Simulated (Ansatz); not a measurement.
`C1N[SiH2]1`. The species carries charge 0 and has multiplicity 1.

```xyz
8

C    -0.671    0.561   -0.351
N     0.205    0.587    0.858
Si    0.324   -0.924    0.036
H    -1.732    0.649   -0.132
H    -0.361    1.164   -1.204
H     0.926    1.293    0.866
H     1.491   -1.219   -0.827
H    -0.182   -2.112    0.754
```

**Question.** List the harmonic frequencies (cm⁻¹, unscaled) at PBE0-D4/def2-TZVP in Ansatz. (Estimate.)

**Answer.** Ansatz gave: 464, 544, 632, 661, 734, 780, 815, 942, 998, 1050, 1096, 1232, 1464, 2247, 2269, 3094, 3172, 3611.

**Question.** Is this a minimum?

**Answer.** Yes, all 18 modes are real.

**Question.** Give the ideal-gas thermochemistry at 298.15 K and 1 bar (rigid rotor, harmonic oscillator; point group C1, symmetry number 1).

**Answer.** Zero-point energy 154.3 kJ/mol; H(298) − E = 167.2 kJ/mol; entropy 268.2 J/(mol·K), of which translation 159.7, rotation 95.3, vibration 13.2; G(298) − E = 87.3 kJ/mol.

**Question.** Rotational constants (cm⁻¹)?

**Answer.** 0.703, 0.3348, 0.2642.
